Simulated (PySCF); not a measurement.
# Simulated absorption spectrum

Species: C₃H₆N₂O.
Z-matrix (Å and degrees, GFN2-xTB geometry), rows numbered from 1:
```
N 
C   1  1.2499
C   2  1.5087  1  128.42
N   3  1.4445  2  113.04  1    -8.55
C   4  1.3482  3  121.91  2   116.09
O   5  1.2036  4  124.98  3     1.15
H   1  1.0208  2  115.08  3    -1.08
H   2  1.0861  1  117.09  3   179.94
H   3  1.0959  2  108.78  1   109.65
H   3  1.0962  2  109.27  1  -132.23
H   4  1.0078  3  117.74  2   -63.63
H   5  1.1056  4  111.93  3  -179.14
```

Computed with TDDFT PBE0/def2-SVPD, vertical, gas phase, core orbitals frozen in the response in PySCF 2.14.0, density-fitted response routines.

Broadening: Gaussians 0.4 eV wide at half height, area fixed by f = 4.319×10⁻⁹ ∫ε dν̃. The cross-section is σ = 3.8235×10⁻²¹ ε cm², given in Mb (10⁻¹⁸ cm²). The width is an assumption, not a result. The curve ends short of the highest state used, and states not computed would add to its high-energy end.

```json
{"E (eV)": "4.72", "σ (Mb)": "0.00"}
{"E (eV)": "4.76", "σ (Mb)": "0.00"}
{"E (eV)": "4.79", "σ (Mb)": "0.01"}
{"E (eV)": "4.83", "σ (Mb)": "0.01"}
{"E (eV)": "4.86", "σ (Mb)": "0.02"}
{"E (eV)": "4.90", "σ (Mb)": "0.04"}
{"E (eV)": "4.93", "σ (Mb)": "0.06"}
{"E (eV)": "4.96", "σ (Mb)": "0.09"}
{"E (eV)": "5.00", "σ (Mb)": "0.14"}
{"E (eV)": "5.03", "σ (Mb)": "0.20"}
{"E (eV)": "5.07", "σ (Mb)": "0.29"}
{"E (eV)": "5.10", "σ (Mb)": "0.37"}
{"E (eV)": "5.14", "σ (Mb)": "0.49"}
{"E (eV)": "5.17", "σ (Mb)": "0.58"}
{"E (eV)": "5.21", "σ (Mb)": "0.70"}
{"E (eV)": "5.24", "σ (Mb)": "0.78"}
{"E (eV)": "5.27", "σ (Mb)": "0.84"}
{"E (eV)": "5.31", "σ (Mb)": "0.88"}
{"E (eV)": "5.34", "σ (Mb)": "0.88"}
{"E (eV)": "5.38", "σ (Mb)": "0.84"}
{"E (eV)": "5.41", "σ (Mb)": "0.78"}
{"E (eV)": "5.45", "σ (Mb)": "0.69"}
{"E (eV)": "5.48", "σ (Mb)": "0.61"}
{"E (eV)": "5.52", "σ (Mb)": "0.50"}
{"E (eV)": "5.55", "σ (Mb)": "0.43"}
{"E (eV)": "5.58", "σ (Mb)": "0.37"}
{"E (eV)": "5.62", "σ (Mb)": "0.32"}
{"E (eV)": "5.65", "σ (Mb)": "0.29"}
{"E (eV)": "5.69", "σ (Mb)": "0.27"}
{"E (eV)": "5.72", "σ (Mb)": "0.27"}
{"E (eV)": "5.76", "σ (Mb)": "0.27"}
{"E (eV)": "5.79", "σ (Mb)": "0.26"}
{"E (eV)": "5.83", "σ (Mb)": "0.26"}
{"E (eV)": "5.86", "σ (Mb)": "0.24"}
{"E (eV)": "5.90", "σ (Mb)": "0.22"}
{"E (eV)": "5.93", "σ (Mb)": "0.20"}
{"E (eV)": "5.96", "σ (Mb)": "0.17"}
{"E (eV)": "6.00", "σ (Mb)": "0.14"}
{"E (eV)": "6.03", "σ (Mb)": "0.12"}
{"E (eV)": "6.07", "σ (Mb)": "0.09"}
{"E (eV)": "6.10", "σ (Mb)": "0.08"}
{"E (eV)": "6.14", "σ (Mb)": "0.08"}
{"E (eV)": "6.17", "σ (Mb)": "0.09"}
{"E (eV)": "6.21", "σ (Mb)": "0.13"}
{"E (eV)": "6.24", "σ (Mb)": "0.18"}
{"E (eV)": "6.27", "σ (Mb)": "0.26"}
{"E (eV)": "6.31", "σ (Mb)": "0.43"}
{"E (eV)": "6.34", "σ (Mb)": "0.60"}
{"E (eV)": "6.38", "σ (Mb)": "0.90"}
{"E (eV)": "6.41", "σ (Mb)": "1.19"}
{"E (eV)": "6.45", "σ (Mb)": "1.68"}
{"E (eV)": "6.48", "σ (Mb)": "2.12"}
{"E (eV)": "6.52", "σ (Mb)": "2.81"}
{"E (eV)": "6.55", "σ (Mb)": "3.42"}
{"E (eV)": "6.58", "σ (Mb)": "4.12"}
{"E (eV)": "6.62", "σ (Mb)": "5.20"}
```

Q: Locate the maxima and give the states behind the curve.

A: 233 nm (5.33 eV), ε about 230, made up of S1 (100%) (ε in L mol⁻¹ cm⁻¹; maxima over ε = 5, shares over 10%). At its high-energy end, 6.62 eV, the curve is still rising (ε about 1400, from S3, S4 and S6). The states used: S1 5.32 eV (f 0.0034); S2 5.82 eV (f 0.0010); S3 6.63 eV (f 0.0061); S4 6.65 eV (f 0.0038); S5 6.82 eV (f 0.0028); S6 6.93 eV (f 0.046); S7 7.10 eV (f 0.011); S8 7.22 eV (f 0.030).

Q: What would ε be at 5.33 eV, the highest of these maxima, with half the width (0.2 eV)?

A: About 457 L mol⁻¹ cm⁻¹ against 230, a factor of about 1.98; a lone state at its own centre would give exactly 2.

Q: Coming from long wavelengths, where does ε first pass 100 L mol⁻¹ cm⁻¹?

A: At about 243 nm (5.11 eV), 0.22 eV below S1.

Q: On this curve, what absorbance would a 10⁻⁴ mol/L sample give at 248 nm over a 1 cm path?

A: 248 nm is 4.999 eV, where ε is about 37 L mol⁻¹ cm⁻¹, so A = ε c l ≈ 0.0037 (Beer–Lambert, with the gas-phase spectrum and the assumed width).

One conformer stands for the species.
